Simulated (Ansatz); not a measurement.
**CH₇ClSi (built from SMILES C.[SiH3]Cl): search for a transition state**

Is there a first-order saddle for this four-centre ligand exchange, which should form Si1–C7, Cl2–H6 and break Si1–Cl2, H6–C7, and which two structures does it connect?

The runs use Ansatz 0.2.0, Gaussian basis; PBE0-D4, def2-SVP first, then def2-TZVP.

152 further runs of the same task are left out: 152 set aside as unsound or not needed.

### Step 1. Starting geometry

The guess: 10 atoms, charge 0, spin multiplicity 1.

Atoms are counted from 1 here; the program's logs count them from 0.

Bond lengths: Si1–H3 1.446 Å, Si1–H4 1.477 Å, Si1–H5 1.447 Å, H6–C7 1.306 Å, C7–H8 1.100 Å, C7–H9 1.086 Å, C7–H10 1.086 Å. Angles: H3–Si1–H4 107.2°, H3–Si1–H5 124.6°, H4–Si1–H5 107.2°, H6–C7–H8 78.7°, H6–C7–H9 124.1°, H6–C7–H10 124.2°, H8–C7–H9 103.7°, H8–C7–H10 103.6°, H9–C7–H10 109.7°.

Coordinates:

```xyz
10
CH7ClSi
Si   -1.06440    0.24840   -0.30130
Cl    0.44740   -1.64500   -1.73720
H    -0.92020    0.87710   -1.59600
H    -1.61090    1.26490    0.62010
H    -1.78830   -0.98110   -0.06080
H     0.71860   -0.65780   -0.38860
C     0.84330    0.13580    0.64090
H     1.83230   -0.34580    0.61770
H     0.46960   -0.09190    1.63480
H     1.07260    1.19540    0.57020
```

Distances that are to change: Si1–C7 2.13 Å, Cl2–H6 1.69 Å, Si1–Cl2 2.82 Å, H6–C7 1.31 Å.

### Step 2. Constrained relaxation of the guess

The input, hold/in.yaml:

```yaml
crystal:
  periodic: [false, false, false]
  atoms:
    - {symbol: Si, position_ang: [-1.064400, 0.248400, -0.301300]}
    - {symbol: Cl, position_ang: [0.447400, -1.645000, -1.737200]}
    - {symbol: H, position_ang: [-0.920200, 0.877100, -1.596000]}
    - {symbol: H, position_ang: [-1.610900, 1.264900, 0.620100]}
    - {symbol: H, position_ang: [-1.788300, -0.981100, -0.060800]}
    - {symbol: H, position_ang: [0.718600, -0.657800, -0.388600]}
    - {symbol: C, position_ang: [0.843300, 0.135800, 0.640900]}
    - {symbol: H, position_ang: [1.832300, -0.345800, 0.617700]}
    - {symbol: H, position_ang: [0.469600, -0.091900, 1.634800]}
    - {symbol: H, position_ang: [1.072600, 1.195400, 0.570200]}
basis:
  gaussian: {orbitals: def2-SVP}
hamiltonian: {xc: pbe0, dispersion: d4}
relax: {f_tol: 0.04, max_steps: 150, escape_saddle: false, constraints: [{distance: [0, 6]}, {distance: [1, 5]}, {distance: [0, 1]}, {distance: [5, 6]}]}
```

The run is started by

```console
ansatz run in.yaml --threads 4 --pin off --events-out ev --progress --plain --max-ram 9574MiB
```

After this run come: Force constants to start from; Saddle search in the small basis; Saddle search in triple zeta; Checking the order of the point; Relaxing after a step of 0.30 Å one way along the mode; Relaxing after a step of 0.30 Å the other way along the mode.

What does the calculation give? Wanted: imaginary mode; barrier from the start side; barrier from the end side; energy of the step; pairs that change; zero-point energy at the saddle.

As calculated:

```
                       quantity                                                       value
                 imaginary mode                                                   580i cm⁻¹
    barrier from the start side                                               60.9 kcal/mol
      barrier from the end side                                               38.4 kcal/mol
             energy of the step                                              +22.5 kcal/mol
              pairs that change  Si1–C7 formed, Cl2–H6 formed, Si1–Cl2 broken, H6–C7 broken
zero-point energy at the saddle                                                    1.898 eV
```

One imaginary mode, 580i cm⁻¹, makes this a first-order saddle. It joins the planned start and end. At PBE0-D4/def2-TZVP the electronic barrier is 60.9 kcal/mol, about 103 kT at 298 K, and the step runs 22.5 kcal/mol uphill. A step off the saddle overshot and began above it in energy, so the link to its end is likely but not proven.
